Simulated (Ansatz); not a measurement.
Born–Oppenheimer molecular dynamics of CH4 + H2 (7 atoms, charge 0, multiplicity 1). It goes on from the last frame of an earlier run, with new velocities.

Computed with Ansatz, RKS B3LYP/6-31G*.

```
ensemble                      : NVE (velocity Verlet)
time step                     : 0.25 fs
steps asked                   : 266
starting velocities drawn for : 400 K
seed                          : 337056
```

Frames 5 fs apart, positions in Å.

Velocities at 2.5 fs (Å/ps):

```
C 0.04 -2.58 -0.61
H -7.70 22.55 11.62
H 22.84 2.57 -18.53
H -6.99 -4.67 21.45
H 5.52 4.10 -8.43
H 4.10 6.38 -6.41
H -18.28 -0.19 7.63
```

```xyz
7
Properties=species:S:1:pos:R:3 time_fs=2.5 energy_less_start_eV=0.113 T=226
C -0.081 0.112 -1.222
H -0.176 -0.505 -2.107
H 0.095 -0.546 -0.394
H -0.950 0.732 -1.112
H 0.649 0.814 -1.338
H 0.189 -0.969 3.426
H 0.186 -1.101 2.730
7
Properties=species:S:1:pos:R:3 time_fs=7.5 energy_less_start_eV=0.057 T=312
C -0.086 0.107 -1.224
H -0.229 -0.452 -2.166
H 0.214 -0.568 -0.391
H -1.026 0.664 -0.977
H 0.798 0.874 -1.393
H 0.209 -0.927 3.454
H 0.095 -1.113 2.709
7
Properties=species:S:1:pos:R:3 time_fs=12.5 energy_less_start_eV=0.065 T=300
C -0.076 0.120 -1.229
H -0.276 -0.409 -2.175
H 0.275 -0.557 -0.453
H -0.995 0.536 -0.852
H 0.707 0.758 -1.401
H 0.226 -0.896 3.428
H 0.006 -1.113 2.741
7
Properties=species:S:1:pos:R:3 time_fs=17.5 energy_less_start_eV=0.023 T=364
C -0.074 0.110 -1.230
H -0.341 -0.404 -2.145
H 0.338 -0.642 -0.541
H -0.975 0.537 -0.748
H 0.737 0.925 -1.439
H 0.230 -0.873 3.388
H -0.068 -1.105 2.788
7
Properties=species:S:1:pos:R:3 time_fs=22.5 energy_less_start_eV=0.018 T=373
C -0.061 0.109 -1.225
H -0.420 -0.387 -2.172
H 0.417 -0.694 -0.633
H -0.901 0.562 -0.704
H 0.571 0.925 -1.430
H 0.256 -0.835 3.386
H -0.165 -1.113 2.796
7
Properties=species:S:1:pos:R:3 time_fs=27.5 energy_less_start_eV=-0.020 T=431
C -0.061 0.092 -1.225
H -0.480 -0.266 -2.131
H 0.510 -0.656 -0.703
H -0.878 0.503 -0.619
H 0.587 0.990 -1.493
H 0.257 -0.815 3.340
H -0.236 -1.101 2.849
7
Properties=species:S:1:pos:R:3 time_fs=32.5 energy_less_start_eV=0.026 T=360
C -0.060 0.103 -1.226
H -0.566 -0.247 -2.191
H 0.612 -0.657 -0.740
H -0.841 0.382 -0.500
H 0.589 0.928 -1.512
H 0.239 -0.804 3.289
H -0.290 -1.082 2.907
7
Properties=species:S:1:pos:R:3 time_fs=37.5 energy_less_start_eV=0.017 T=375
C -0.060 0.105 -1.232
H -0.556 -0.262 -2.072
H 0.604 -0.652 -0.889
H -0.747 0.302 -0.420
H 0.575 0.968 -1.494
H 0.259 -0.774 3.260
H -0.380 -1.081 2.942
7
Properties=species:S:1:pos:R:3 time_fs=42.5 energy_less_start_eV=0.053 T=319
C -0.049 0.108 -1.228
H -0.664 -0.311 -2.115
H 0.667 -0.750 -0.999
H -0.691 0.300 -0.345
H 0.501 1.049 -1.469
H 0.236 -0.766 3.205
H -0.428 -1.058 3.006
7
Properties=species:S:1:pos:R:3 time_fs=47.5 energy_less_start_eV=0.043 T=334
C -0.038 0.091 -1.231
H -0.695 -0.174 -1.994
H 0.676 -0.664 -1.092
H -0.619 0.259 -0.338
H 0.386 1.045 -1.483
H 0.195 -0.764 3.154
H -0.457 -1.029 3.065
7
Properties=species:S:1:pos:R:3 time_fs=52.5 energy_less_start_eV=0.113 T=227
C -0.036 0.086 -1.227
H -0.846 -0.109 -2.027
H 0.820 -0.667 -1.150
H -0.567 0.173 -0.254
H 0.394 1.094 -1.531
H 0.197 -0.745 3.105
H -0.531 -1.018 3.122
7
Properties=species:S:1:pos:R:3 time_fs=57.5 energy_less_start_eV=0.012 T=382
C -0.040 0.092 -1.233
H -0.791 -0.141 -1.926
H 0.762 -0.592 -1.274
H -0.440 0.091 -0.226
H 0.380 1.028 -1.478
H 0.148 -0.746 3.053
H -0.552 -0.986 3.184
```

Of the whole run (66 fs, mean temperature of the second half 344 K): The conserved energy stayed within 0.099 meV per atom of its start (net change 0.031 meV per atom), so the integration is sound. A run of 0.067 ps of so small a system gives no equilibrium averages.

Time of the run: 2.4 min on 1 thread of Intel(R) Xeon(R) Platinum 8375C CPU @ 2.90GHz (Ice Lake), on a shared host, peak memory 0.093 GiB.
